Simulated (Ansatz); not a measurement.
**CHSi−: single points off equilibrium**

One table from this session's results is given with a row withheld; the runs are named, their logs left out.

Computed with Ansatz 0.2.0, Gaussian basis. Level: single points in def2-TZVPPD.

Correlated methods freeze the cores.

## The system as given

SMILES `C#[Si-]`, 3 atoms, charge -1, spin multiplicity 1.

Atoms are counted from 1 here; the program's logs count them from 0.

Bond lengths: C1–Si2 1.768 Å, C1–H3 1.149 Å. Angles: Si2–C1–H3 163.4°.

Geometry (Å):

```xyz
3
CHSi
C    -0.1352    0.1942   -0.1352
Si    1.2314   -0.6132    0.6429
H    -1.1412    0.4084   -0.6468
```

The first run:

Input file run/in.yaml:

```yaml
crystal:
  periodic: [false, false, false]
  atoms:
    - {symbol: C, position_ang: [-0.135200, 0.194200, -0.135200]}
    - {symbol: Si, position_ang: [1.231400, -0.613200, 0.642900]}
    - {symbol: H, position_ang: [-1.141200, 0.408400, -0.646800]}
basis:
  gaussian: {orbitals: "def2-TZVPPD.json"}
total_charge: -1
correlation: {method: ccsd_t}
output: {forces: true}
```

The basis file named in the input lies beside it (Basis Set Exchange, JSON).

No record of the launch command was kept for these runs.

Among the steps run: CCSD(T)/def2-TZVPPD; PBE0-D4/def2-TZVPPD; wB97M-V/def2-TZVPPD; r2SCAN-D4/def2-TZVPPD; PBE-D4/def2-TZVPPD; LC-wPBE/def2-TZVPPD; SPW92/def2-TZVPPD.

One table of the session follows, with a row left open; its other results are not shown here.

```
   method  RMS force component (eV/Å)  angle to CCSD(T) forces (°)
  CCSD(T)                       1.300                    reference
  PBE0-D4                       1.684                          7.6
  wB97M-V                       1.839                          9.3
r2SCAN-D4                       1.578                          6.7
   PBE-D4                       1.380                          7.0
  LC-wPBE                           ?                            ?
    SPW92                       1.554                         11.1
```

Q: Estimate the row for LC-wPBE from the others.

**Answer.** RMS force component (eV/Å): 2.110; angle to CCSD(T) forces (°): 12.1. In the column «RMS force component (eV/Å)» it is the highest.
